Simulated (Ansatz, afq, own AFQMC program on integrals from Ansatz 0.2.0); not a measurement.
Where AFQMC and coupled cluster stand for GeH5, doublet

```xyz
6

Ge   -0.0354    0.0000    0.0000
H    -0.5469    1.4466    0.0000
H    -0.5469   -0.7233    1.2528
H    -0.5469   -0.7233   -1.2528
H     1.6346    0.0000    0.0000
H     2.5596    0.0000    0.0000
```

Basis cc-pVTZ. Noble-gas cores (and the filled d shells of Ga–Kr and In–Xe) are frozen. Integrals, coupled cluster, full CI and functionals: Ansatz 0.2.0; the random walks run on the same integrals in our own AFQMC program. ph-AFQMC/CISD is guided by a CISD state made of CCSD amplitudes; releasing the constraint for a short imaginary time cuts its bias at the price of noise, slowly where states lie close. Error bars are statistical, one sigma. No spin–orbit coupling.

Determinant: UHF, the one that the program's search chose, which needn't be the lowest solution. The geometry is a point of a scan.

No full CI on the walks' own integrals is used here; CCSDT(Q) serves as the reference and is uncertain by about the last step of the cluster series.

Cautions: no relativity below Rb; no spin-orbit coupling; inner d shell frozen; the released energies are still falling, so no released level is given (meV from the phaseless value at times in 1/Eh: -3.5 ± 2.4 at 0.24, -5.7 ± 1.7 at 0.51, -6.3 ± 2.4 at 0.99, -12 ± 3 at 1.62, -14 ± 5 at 2.40), though the last usable value meets CCSDT(Q) within the noise.

* T1 diagnostic: 0.0156
* weight of the determinant in the CISD state: 0.902
* ⟨S²⟩ of the determinant: 0.776
* size of the correlated space: 9 electrons in 99 orbitals

| level | correlation energy (eV) |
| --- | --- |
| MP2 | -4.1242 |
| CCSD | -5.0190 |
| CCSD(T) | -5.1396 |

Estimate where phaseless AFQMC with a CISD trial lies against CCSD(T) on the same integrals.

1.6 ± 0.3 kJ/mol below CCSD(T).

Reference: CCSDT(Q), correlation energy -5.166 eV.

| level | E − E(reference) (kJ/mol) | share of correlation (%) |
| --- | --- | --- |
| CCSD(T) | 2.6 | 99.48 |
| CCSDT | 0.3 | 99.93 |
| ph-AFQMC/CISD | 1.0 ± 0.3 | 99.81 |

A walk keeps the symmetry of its determinant, which the program's search chose and which needn't be the lowest solution, so a lower state of the same spin and another symmetry isn't excluded.
